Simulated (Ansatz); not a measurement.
Two isomers of C6H10: A = `C=CC(=C)CC`, B = `CCC#CCC`.

Computed with Ansatz on PBE0-D4/def2-TZVP structures; ΔE is electronic, products minus reactants. CBS: MP2 limit from def2 TZ/QZ plus the TZ coupled-cluster correction, frozen cores. Functionals use def2-TZVPP. B3LYP here is the variant with VWN-RPA as its local correlation; programs differ in this. One conformer a species, not always the lowest.

Which is lower in electronic energy at CCSD(T)/CBS, and by how much? (Estimate.)

Computed: A, by 11.6 kcal/mol.

Give E(B) − E(A) in kcal/mol with PBE-D4, B3LYP-D4, CCSD/def2-TZVPP, LDA (SPW92), MP2/def2-TZVPP, B3LYP, PBE0-D4. (Best estimate.)

Computed: PBE-D4 12.5, B3LYP-D4 12.6, CCSD/def2-TZVPP 10.5, LDA (SPW92) 13.2, MP2/def2-TZVPP 8.8, B3LYP 10.2, PBE0-D4 11.7. None reverses the order clearly.

Largest T1 diagnostic: 0.010.

In def2-TZVPP, CCSD(T) changes the Hartree–Fock value by +3.6 kcal/mol (the triples alone add +1.2 kcal/mol) and MP2 by +0.8 kcal/mol. The D4 term adds +2.5 kcal/mol with B3LYP and +1.3 kcal/mol with PBE0; it sums over pairs of atoms, weighted by their polarisabilities, and B3LYP, whose exchange is more repulsive, gets the larger term.
